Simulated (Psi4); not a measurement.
## C2H6O (dimethyl ether): a line through the functionals

The species is C2H6O (9 atoms), meant as a singlet with charge 0. SMILES: `COC`. The coordinates come from a PBE0-D4/def2-TZVP relaxation.

The dipole moment y, in D, basis cc-pVDZ; a is the functional's share of exact exchange. Programs: Psi4 1.11.

| functional | program | a | y (D) |
| --- | --- | --- | --- |
| revPBE | Psi4 | 0 | 1.02 |
| r2SCAN | Psi4 | 0 | 1.12 |
| TPSSh | Psi4 | 0.1 | 1.12 |
| B3LYP | Psi4 | 0.2 | ? |
| PBE0 | Psi4 | 0.25 | 1.17 |
| BHLYP | Psi4 | 0.5 | 1.27 |

Q: Fit y = c + s·a to the known rows and predict B3LYP.

A: 
1. Means of the 5 rows: a = 0.1700, y = 1.140.
2. Σ(Δa)² = 0.178, Σ(Δa·Δy) = 0.0705, so the slope is 0.0705/0.178 = 0.39607.
3. Intercept: 1.140 − (0.39607) × 0.1700 = 1.073. The largest residual of the fit is 0.053.
4. B3LYP: 1.073 + (0.39607) × 0.2 = 1.15 D.

The run gave 1.13 D, so the prediction is off by +0.02 D, within the largest residual. More exact exchange makes the molecule more polar here. The rows mix families of semi-local functionals, which the line can't see. The measured value is 1.30 D (NIST CCCBDB).
